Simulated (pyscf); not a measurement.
PySCF, gas phase, ωB97X-D3(BJ)/def2-SVP geometries.

**Question.** For F–Ge(GeH₃)(GeH₃)–GeH₃ + H₂ → H₃Ge–GeH(GeH₃)–GeH₃ + HF, a four-centre exchange (singlet surface; F–Ge, H–H broken, Ge–H, F–H formed), PBE/def2-TZVP gives ΔE‡ = 38.3 kcal/mol and ΔE = +7.7 kcal/mol (zero: the separated reactants). In which direction and how far do B3LYP-D3(BJ)/def2-TZVP, M06-2X/def2-TZVP, ωB97M-D3(BJ)/def2-TZVP move these?

**Answer.** B3LYP-D3(BJ): ΔE‡ = 43.2 kcal/mol, ΔE = +8.5 kcal/mol; M06-2X: ΔE‡ = 46.7 kcal/mol, ΔE = +10.0 kcal/mol; ωB97M-D3(BJ): ΔE‡ = 43.7 kcal/mol, ΔE = +6.4 kcal/mol. PBE's barrier lies under all of them, by 5.0 to 8.4 kcal/mol. Its reaction energy lies among theirs. Low barriers are usual for a GGA, whose delocalisation error favours stretched bonds. At the saddle there is also a short Ge–H contact that neither side keeps. One saddle was located; it need not be the lowest between these sides. Elements up to Kr have no core potential and no relativistic terms here.
